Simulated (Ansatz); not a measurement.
HgS (P3₂21, No. 154)

Calculation: PBE0 in Ansatz (PAW).

Settings: plane-wave cutoff 500 eV, 6×6×4 k mesh (along the axes of the cell as run), gaussian smearing 0.02 eV, scalar-relativistic PAW data made under PBE.

Cell (relaxed with PBEsol):

```cif
data_Hg3S3
_chemical_formula_sum 'Hg3 S3'
_space_group_name_H-M_alt 'P3221'
_space_group_IT_number 154
_space_group_name_Hall 'P 32 2"'
_cell_length_a 4.13878
_cell_length_b 4.13878
_cell_length_c 9.40868
_cell_angle_alpha 90.000
_cell_angle_beta 90.000
_cell_angle_gamma 120.000
loop_
_atom_site_label
_atom_site_type_symbol
_atom_site_symmetry_multiplicity
_atom_site_Wyckoff_symbol
_atom_site_fract_x
_atom_site_fract_y
_atom_site_fract_z
_atom_site_occupancy
Hg1 Hg 3 a 0.71045 0.71045 0.00000 1
S1 S 3 b 0.49989 0.49989 0.50000 1
```

```
Property                       Result
--------  ---------------------------
band gap  2.78 eV (on the SCF k mesh)
```

Note: cell and atoms aren't relaxed at this level (pressure 1.9 GPa).

Spin–orbit coupling is not included.

Computed values are for the static lattice.

Ansatz is a first-principles code.
